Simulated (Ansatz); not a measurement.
Write a Python script for the Ansatz DFT code, driven from Python that makes a composite energy at a relaxed geometry of BH3O (charge -1), SMILES [BH2-]O. Use (for the species named): PBE0, def2-SVP basis, multiplicity 2.

```xyz
5

B    -0.3836    0.1954    0.2118
O     0.8490   -0.3524   -0.3714
H    -1.0636   -0.6965    0.6132
H    -0.9796    0.8053   -0.6198
H     1.5778    0.0482    0.1662
```

`bh3o.py`:
```python
# -*- coding: utf-8 -*-
import itertools

import ansatz
from ase.data import atomic_numbers, covalent_radii
import numpy as np

GEOMETRY = """
B    -0.38360    0.19540    0.21180
O     0.84900   -0.35240   -0.37140
H    -1.06360   -0.69650    0.61320
H    -0.97960    0.80530   -0.61980
H     1.57780    0.04820    0.16620
"""


def main():
    system = ansatz.Crystal.molecule()
    for line in GEOMETRY.strip().splitlines():
        symbol, *xyz = line.split()
        system = system.atom(symbol, [float(v) for v in xyz])

    base = (
        system.calculation()
        .basis(gaussian="def2-SVP")
        .functional("pbe0")
        .charge(-1)
        .spin("collinear", total=1)
    )
    symbols = [site.symbol for site in system.cartesian_sites]
    start = np.array([site.position_ang for site in system.cartesian_sites], dtype=float)
    summary = base.relax(force_tolerance=0.01).run(threads=1, pin="off").report
    end = np.array(summary["positions_ang"])
    radius = [covalent_radii[atomic_numbers[s]] for s in symbols]
    span = lambda where, i, j: np.linalg.norm(where[i] - where[j])
    bonded = [(i, j) for i, j in itertools.combinations(range(len(symbols)), 2) if min(span(start, i, j), span(end, i, j)) < 1.2 * (radius[i] + radius[j])]
    print("pair        before    after (A)")
    for i, j in bonded:
        print(f"{symbols[i]}{i}-{symbols[j]}{j}".ljust(10), f"{span(start, i, j):8.4f} {span(end, i, j):8.4f}")

    minimum = ansatz.Crystal.molecule()
    for symbol, place in zip(symbols, end):
        minimum = minimum.atom(symbol, place.tolist())
    at_minimum = minimum.calculation().charge(-1).spin("collinear", total=1)
    level = lambda method, basis: at_minimum.basis(gaussian=basis).correlation(method).run(threads=1, pin="off").report
    small, large, cluster = level("mp2", "cc-pVDZ"), level("mp2", "cc-pVTZ"), level("ccsd_t", "cc-pVDZ")
    corr = lambda each: (each["free_energy_ev"] - each["reference_energy_ev"]) / 27.211386246
    mp2_limit = (27 * corr(large) - 8 * corr(small)) / 19
    pieces = {"HF / cc-pVTZ": large["reference_energy_ev"] / 27.211386246, "MP2 correlation, DZ-TZ limit": mp2_limit, "CCSD(T) - MP2 / cc-pVDZ": corr(cluster) - corr(small)}
    for name, value in pieces.items():
        print(f"{name:32s} {value:14.6f} Ha")
    print(f"{'sum':32s} {sum(pieces.values()):14.6f} Ha")
    print("T1 diagnostic", round(cluster["correlation"]["coupled_cluster"]["t1_diagnostic"], 4))


if __name__ == "__main__":
    main()
```

```console
$ python bh3o.py
pair        before    after (A)
B0-O1        1.4695   1.4681
B0-H2        1.1912   1.2577
B0-H3        1.1911   1.2444
O1-H4        0.9903   0.9593
HF / cc-pVTZ                        -101.287885 Ha
MP2 correlation, DZ-TZ limit          -0.402505 Ha
CCSD(T) - MP2 / cc-pVDZ               -0.030003 Ha
sum                                 -101.720392 Ha
T1 diagnostic 0.0134
```

Total energies depend on the basis set; only differences at equal settings carry meaning. The sum leaves out core correlation, relativity, the Hartree-Fock basis error and zero-point energy; a DZ-TZ extrapolation is rough. The run takes the species as open-shell (spin multiplicity 2), which needn't be its ground state. Inner cores stay frozen, so this is valence correlation. Anions want diffuse functions, which this basis lacks. Run time: 22 s on 1 thread of Arm Neoverse V2 (shared host), peak memory 0.21 GiB.
